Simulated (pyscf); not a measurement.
Thermochemistry of product channels of `[PH3]` + `[O]` [triplet] on the triplet surface, in kJ/mol, from CCSD(T)/def2-TZVPP + ΔMP2(QZVPP) energies (ideal gas, 1 atm, RRHO with modes under 100 cm⁻¹ raised to 100, one conformer, R ln 2 for rigid chiral ones). Single points on ωB97X-D3(BJ)/def2-SVP structures (PySCF, gas phase). Correlated levels are frozen-core, on RHF or UHF. ΔMP2 is the change of the MP2 total energy from the triple- to the quadruple-zeta basis.

```json
[
 {"products": "`[PH]` [triplet] + `[OH2]`", "ΔE": "-266.8", "ΔH(298 K)": "-257.5", "ΔG(600 K)": "-271.1", "ΔG(1200 K)": "-282.7"},
 {"products": "`[PH2]` [doublet] + `[OH]` [doublet]", "ΔE": "-78.3", "ΔH(298 K)": "-81.6", "ΔG(600 K)": "-99.0", "ΔG(1200 K)": "-115.8"},
 {"products": "`[O][PH2]` [doublet] + `[H]` [doublet]", "ΔE": "-88.4", "ΔH(298 K)": "-100.0", "ΔG(600 K)": "-99.7", "ΔG(1200 K)": "-102.6"},
 {"products": "`[OH][PH]` [doublet] + `[H]` [doublet]", "ΔE": "-123.9", "ΔH(298 K)": "-129.2", "ΔG(600 K)": "-131.1", "ΔG(1200 K)": "-137.0"},
 {"products": "`[O]=[PH]` + `[H]` [doublet] + `[H]` [doublet]", "ΔE": "+130.3", "ΔH(298 K)": "+99.2", "ΔG(600 K)": "+35.8", "ΔG(1200 K)": "-35.6"}
]
```

The channel to O=PH + H• + H• turns favourable between 298 and 1200 K (ΔG from +68.7 kJ/mol to -35.6 kJ/mol).

These are energies of the channels, which say nothing of barriers. The CCSD(T) − MP2 part came from Ansatz, without density fitting, on the same reference. Left out: orbital degeneracy and the spin-orbit lowering of OH, O.
